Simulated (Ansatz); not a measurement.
# N₂H₄, singlet: cost against accuracy

Geometry (MP2(full)/6-31G*, from the G2/97 set):

```xyz
6

N     0.0000    0.7190   -0.0440
N     0.0000   -0.7190   -0.0440
H     0.2111    1.0928    0.8816
H    -0.9482    1.0050   -0.2704
H    -0.2111   -1.0928    0.8816
H     0.9482   -1.0050   -0.2704
```

Measured, as an electronic atomization energy: 1833.8 kJ/mol (G2/97 heats of formation of molecule and atoms, with zero-point and thermal terms from B3LYP taken off; Curtiss et al., J. Chem. Phys. 106, 1063 (1997), Staroverov et al., J. Chem. Phys. 119, 12129 (2003)). The measured value holds scalar relativity and spin–orbit coupling, which all computed ones lack, and core correlation, which the wave-function levels lack. Atoms are taken at the same level; beside RHF, RMP2 and RCC rows they are unrestricted. The atoms' steps beyond CCSDT(Q) are taken from restricted open-shell runs, which share full CI's core. Ansatz 0.2.0; the 6-31G* set has Cartesian d functions; a miss is computed less measured; times are wall times on shared hosts and scatter by a factor of two or so.

```json
{"level": "RHF", "basis": "cc-pVDZ", "miss (kJ/mol)": "-766.4", "time of the run": "0.21 s", "hardware": "1 CPU thread"}
{"level": "RMP2", "basis": "cc-pVDZ", "miss (kJ/mol)": "-216.9", "time of the run": "–", "hardware": "–"}
{"level": "RCCSD(T)", "basis": "cc-pVDZ", "miss (kJ/mol)": "-215.4", "time of the run": "0.51 s", "hardware": "1 CPU thread"}
{"level": "RCCSDT(Q)", "basis": "cc-pVDZ", "miss (kJ/mol)": "-213.0", "time of the run": "1.6 s", "hardware": "H100 + 5 CPU threads"}
{"level": "RCCSDTQ", "basis": "cc-pVDZ", "miss (kJ/mol)": "-213.2", "time of the run": "15 s", "hardware": "H100 + 5 CPU threads"}
{"level": "RHF", "basis": "cc-pVTZ", "miss (kJ/mol)": "-723.7", "time of the run": "0.54 s", "hardware": "1 CPU thread"}
{"level": "RMP2", "basis": "cc-pVTZ", "miss (kJ/mol)": "-70.9", "time of the run": "–", "hardware": "–"}
{"level": "RCCSD(T)", "basis": "cc-pVTZ", "miss (kJ/mol)": "-74.8", "time of the run": "1.4 s", "hardware": "H100 + 5 CPU threads"}
{"level": "RCCSDT(Q)", "basis": "cc-pVTZ", "miss (kJ/mol)": "-74.2", "time of the run": "9 s", "hardware": "H100 + 5 CPU threads"}
{"level": "RHF", "basis": "cc-pVQZ", "miss (kJ/mol)": "-716.9", "time of the run": "–", "hardware": "–"}
{"level": "RMP2", "basis": "cc-pVQZ", "miss (kJ/mol)": "-24.3", "time of the run": "–", "hardware": "–"}
{"level": "RCCSD(T)", "basis": "cc-pVQZ", "miss (kJ/mol)": "-31.6", "time of the run": "2.1 s", "hardware": "H100 + 5 CPU threads"}
```

HF's time is that of a plain UHF run. A dash: the level came out of a higher level's run.

A composite of the best parts (restricted reference, at this geometry, which isn't the minimum of the high levels):

| part | kJ/mol |
| --- | --- |
| Hartree–Fock limit (T, Q; exp(−5.46 √X)) | 1118.97 |
| CCSD(T) correlation limit (T, Q; X⁻³) | 711.73 |
| CCSDT − CCSD(T) (TZ) | -1.22 |
| (Q) (TZ) | 1.85 |
| CCSDTQ − CCSDT(Q) (DZ) | -0.21 |
| sum | 1831.1 |
| sum less measured | -2.6 |
